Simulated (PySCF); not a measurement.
**Trend along the third period: MSi anions**

r²SCAN with double-zeta basis sets in PySCF, for the lowest determinant that a PBE0 search found; no spin–orbit coupling. De refers to high-spin ground-configuration atoms (the charge goes to the atom of lower measured ionisation energy or higher electron affinity, which is not always the lowest computed limit). A positive dipole points towards Si; it is taken about the centre of mass and depends on that origin.

| M | basis | charged atom | state (unpaired electrons) | Re (Å) | ωe (cm⁻¹) | De (eV) | μ (D) |
| --- | --- | --- | --- | --- | --- | --- | --- |
| Mg | aug-pcseg-1 | Si− | quartet (σ ↑, π ↑↑) | 2.704 | 250 | 1.07 | 0.12 |
| Si | def2-SVPD | Si− | doublet (π ↑) | 2.182 | 569 | n/a | n/a |
| P | aug-pcseg-1 | Si− | singlet (closed shell) | 2.020 | 685 | 5.08 | 0.25 |
| S | aug-cc-pVDZ-DK | S− | doublet (π ↑) | 2.057 | 597 | 4.66 | -0.97 |
| Cl | def2-SVPD | Cl− | triplet (π ↑↑) | 2.297 | 342 | 1.98 | -2.17 |

The shortest bond is that of SiP⁻ (2.020 Å), the longest that of MgSi⁻ (2.704 Å).

The rows differ in basis set, which adds steps of its own.

The state changes along the series, so neighbouring rows are not always alike in their bonding.

For an ion De counts to the pair picked by the measured ionisation energies or electron affinities, which need not be the lowest pair at this level. The highest Kohn–Sham level is positive in some of these anions. Much of that is self-interaction error, but it also means that the finite basis helps to hold the extra electron. States were picked by a PBE0 search and need not be the measured ground states.
